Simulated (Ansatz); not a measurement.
The input, for Ansatz 0.2.0:

```yaml
crystal:
  periodic: [false, false, false]
  atoms:
    - {symbol: O, position_ang: [-0.919423, -0.231644, 0.000000]}
    - {symbol: H, position_ang: [-1.168732, 0.694932, 0.000000]}
    - {symbol: H, position_ang: [0.343577, -0.231644, 0.000000]}
    - {symbol: Cl, position_ang: [1.744577, -0.231644, 0.000000]}
basis:
  gaussian: {orbitals: STO-3G}
magnetization: {spin_polarized: false, initial_magnetization: 1}
correlation: {active_space: {window: {electrons: 5, orbitals: 5}}}
scf: {lower_state_search: full}
output: {forces: true}
```

```sh
$ ansatz run in.yaml --threads 1 --pin off --events-out ev --progress --plain --max-ram 2393MiB
```

Output:

```
188 factors; integrals over basis functions are off by at most 3.3e-5 eV
mean field evaluation 1: about -14407.5440 eV, gradient 1.2e1 eV
mean field evaluation 2: about -14407.5823 eV, gradient 1.2e1 eV
mean field evaluation 4: about -14408.0980 eV, gradient 8.7e0 eV
mean field evaluation 8: about -14408.3829 eV, gradient 3.5e0 eV
mean field evaluation 16: about -14408.4603 eV, gradient 1.2e-5 eV
mean field evaluation 32: about -14407.9665 eV, gradient 4.7e-2 eV
mean field evaluation 64: about -14407.9638 eV, gradient 7.3e-1 eV
mean field evaluation 96: about -14408.3868 eV, gradient 8.6e-1 eV
mean field evaluation 128: about -14408.2103 eV, gradient 5.5e0 eV
mean field -14408.46032009 eV, -529.5011503582 hartree, gradient 2.5e-6 eV, S^2 0.750000; 12 other end points of the search recorded, 0 dependent functions left out
reference -14408.46032009 eV, -529.5011503582 hartree; 14, 13 occupied and 2, 3 virtual orbitals, 188 factors
state -14409.39637910 eV, -529.5355498922 hartree
the calculation of the forces begins
Total energy: -14409.39637910 eV, -529.5355498922 hartree
Atom 0 at    -0.919423    -0.231644     0.000000 Å, force    -1.102170    -4.722487     0.000000 eV/Å
Atom 1 at    -1.168732     0.694932     0.000000 Å, force    -1.447037     4.908706    -0.000000 eV/Å
Atom 2 at     0.343577    -0.231644     0.000000 Å, force     1.734662    -0.270578    -0.000000 eV/Å
Atom 3 at     1.744577    -0.231644     0.000000 Å, force     0.814544     0.084359     0.000000 eV/Å
Dipole moment:    -1.053098     0.323354    -0.000000 e Å
```

Natural occupations: 1.9836 1.9744 1.0000 0.0259 0.0161.

Forces (eV/Å):
```
O   -1.102 -4.722  0.000
H   -1.447  4.909  0.000
H    1.735 -0.271  0.000
Cl   0.815  0.084  0.000
```

Ran on 1 thread of Arm Neoverse V1, shared host: 0.45 s wall, 0.15 GiB peak host memory.
